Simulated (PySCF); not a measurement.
C3H5F2N.
InChI=1S/C3H5F2N/c1-6-2-3(4)5/h2-3H,1H3/b6-2+

Torsions of this conformer, `[CH3:1]/[N:2]=[CH:3]/[CH:4]([F:5])[F:6]`: N2–C3–C4–F5 -121°.

The closed-shell ground state was solved at several levels (PySCF, density fitting, gas phase, non-relativistic). Geometry: PBE0-D3(BJ)/def2-SVP, one conformer, isolated molecule.

```tsv
level	basis functions	HOMO (eV)	LUMO (eV)	gap (eV)	dipole (D)
CAM-B3LYP/def2-SVPD	166	-9.47	0.17	9.64	2.36
HF/pcSseg-2	286	-11.82	2.67	14.49	2.34
PBE0/pcSseg-1	127	-7.92	-0.85	7.07	2.29
```

Q: Estimate the row for B3LYP/pcJ-1, a basis of 212 functions; the other rows only guide the guess.

A: HOMO -7.68 eV, LUMO -1.10 eV, gap 6.58 eV, dipole 2.27 D.

Q: Over all these levels, which gives the widest orbital gap and which the narrowest?

A: HF/pcSseg-2 (Hartree–Fock, all exact exchange) has the widest, 14.49 eV, and B3LYP/pcJ-1 (global hybrid, 20 % exact exchange) the narrowest, 6.58 eV. Functional and basis both differ between the two, so the spread mixes both effects. The HOMO need not be the same orbital at Hartree–Fock and at DFT levels.

Q: How far do the dipole and the HOMO energy spread over the levels?

A: The dipole runs from 2.27 to 2.36 D (mean 2.32 D) and the HOMO from -11.82 to -7.68 eV.
